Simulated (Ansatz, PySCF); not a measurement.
Species: formamide, CH3NO (charge 0, singlet). SMILES: C(=O)N
Coordinates optimised at B3LYP-D3(BJ)/def2-TZVP (Ansatz, a first-principles code):
```xyz
6

N     -1.0698     0.1943     0.1075
C      0.2724     0.3136    -0.0479
O      1.0507    -0.6113    -0.0819
H     -1.4767    -0.7220     0.2042
H     -1.6667     1.0020     0.1281
H      0.5920     1.3678    -0.1427
```
Charge 0, spin multiplicity 1.

B3LYP/6-31G* beside other levels, property by property. Set-up: atomisation electronic, to ground-state atoms; UHF or UKS for open shells; non-relativistic; six Cartesian d functions in 6-31G* and its kin unless marked 5d; spin-orbit terms left out; frozen cores in correlated levels; no dispersion term unless named. CBS(X,Y): correlation extrapolated as X^-3; Hartree-Fock from the larger set. [CCSD(T)-MP2]/basis is that difference in the basis named. First-principles rows: single points at B3LYP-D3(BJ) geometries (Ansatz), with unscaled harmonic terms from B3LYP/6-31G* at its own minima, enthalpies of formation by atomisation with measured atoms. Anions need diffuse functions, which STO-3G, LANL2DZ, def2-SVP, cc-pVDZ and Pople sets without + lack.

Measured values: CRC Handbook, as tabulated in the package chemicals; CRC Handbook, as tabulated in the package chemicals; G2/97 table in ASE (Curtiss et al.); G2/97 table in ASE (Curtiss et al.), the entry of H2N doubted and unchecked; NIST CCCBDB, as tabulated in the package chemicals; they hold spin-orbit and core effects, anharmonicity and other conformers. Coupled cluster (Ansatz) is a level with limits of its own, used here on species with T1 under 0.025 (0.045 for open shells) and stable references: (a) RI-MP2/CBS(aug-cc-pVTZ,aug-cc-pVQZ)+[CCSD(T)-MP2]/aug-cc-pVTZ; (b) RI-MP2/CBS(cc-pVTZ,cc-pVQZ)+[CCSD(T)-MP2]/cc-pVTZ.

```tsv
property	B3LYP/6-31G* (Ansatz)	PBE/6-31G* (Ansatz)	BP86/def2-SVP (PySCF)	B3LYP/STO-3G (Ansatz)	to compare with
H-N bond dissociation enthalpy at 298 K, to [NH]C=O + H atom (kcal/mol)	110.3	110.0	114.0	120.8	115.7 coupled cluster (a)
C-N bond dissociation enthalpy at 298 K, to [NH2] (NH2) + [CH]=O (CHO) (kcal/mol)	97.7	104.3	104.4	94.2	101.4 measured
atomisation energy (kcal/mol)	562.5	586.0	598.8	571.7	567.2 coupled cluster (a)
C-H bond dissociation enthalpy at 298 K, to N[C]=O + H atom (kcal/mol)	91.9	90.0	90.6	105.6	94.6 coupled cluster (b)
size of the dipole moment (D)	3.81	3.69	3.75	2.82	3.73 measured
deprotonation enthalpy (H-N bond) at 298 K, to [NH-]C=O + H+ (kcal/mol)	378.1	376.2	376.3	461.5	363.2 coupled cluster (a)
enthalpy of formation at 298 K (kcal/mol)	-40.0	-63.5	-76.3	-49.2	-46.3 measured
```

As the rows show:
- H-N bond dissociation enthalpy at 298 K, to [NH]C=O + H atom: B3LYP/6-31G* lies 5.4 kcal/mol below coupled cluster.
- C-N bond dissociation enthalpy at 298 K, to [NH2] (NH2) + [CH]=O (CHO): B3LYP/6-31G* lies 3.7 kcal/mol below the measured value.
- atomisation energy: B3LYP/6-31G* lies 4.7 kcal/mol below coupled cluster.
- C-H bond dissociation enthalpy at 298 K, to N[C]=O + H atom: B3LYP/6-31G* lies 2.7 kcal/mol below coupled cluster.
- size of the dipole moment: B3LYP/6-31G* lies 0.08 D above the measured value.
- deprotonation enthalpy (H-N bond) at 298 K, to [NH-]C=O + H+: B3LYP/6-31G* lies 14.9 kcal/mol above coupled cluster.
- enthalpy of formation at 298 K: B3LYP/6-31G* lies 6.3 kcal/mol above the measured value.

The properties are those with a value to compare with, at most eight drawn at random. No case is left out for the size of its miss. Left out are saddle points of the reference geometry, anions that the best level run finds unbound, excited spin states, species near biochemistry, cases with under five habitual levels, runs that failed or whose electronic state is in doubt, and table entries that another table contradicts.
